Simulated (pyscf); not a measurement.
H₂N–GeH₃ + ammonia (NH₃) → H₂N–NH₂ + germane (GeH₄), a four-centre exchange (singlet surface; Ge–N, H–N broken, N–N, Ge–H formed). Optimised with ωB97X-D3(BJ)/def2-SVP in PySCF. MP2 and CC: frozen core, UHF for open shells. ΔMP2 is the change of the MP2 total energy from the triple- to the quadruple-zeta basis. Energies in eV from the separated reactants.

AM1 to PM7: differences of heats of formation from MOPAC. 

Question: In single points PM3 puts the saddle at 5.25 eV and the reaction energy at +1.73 eV. Should these be trusted to within a few kcal/mol? Compare with CCSD(T)/def2-TZVPP + ΔMP2(QZVPP).

Answer: CCSD(T)/def2-TZVPP + ΔMP2(QZVPP) gives ΔE‡ = 5.66 eV and ΔE = +1.84 eV. PM3 lies 0.41 eV under it in the barrier and 0.12 eV under it in the reaction energy, so on this step it does not hold to within 0.13 eV. CCSD(T)/def2-TZVPP + ΔMP2(QZVPP) has limits of its own. From the product side, NH₂• + NH₂• + GeH₄ lies, by one bond made or cut, 0.93 eV under this saddle at ωB97M-D3(BJ). The same reactants have a lower exit, to H₂N–GeH₂• + H• + NH₃ (no saddle counted: cutting one bond costs +3.70 eV at ωB97M-D3(BJ), against +5.86 eV here). This is the saddle that the search found; another between the same sides may lie lower. A restricted solution here is unstable towards spin polarisation, so biradical character is likely and single-reference numbers are less safe. The CCSD(T) − MP2 part came from Ansatz, without density fitting, on the same reference. The frozen core leaves the outer d or s,p core shells of the metals and heavy elements correlated in the MP2 and CC values, and def2-TZVPP describes them poorly, which can shift differences by a few kcal/mol. In the def2 sets elements up to Kr have no core potential.
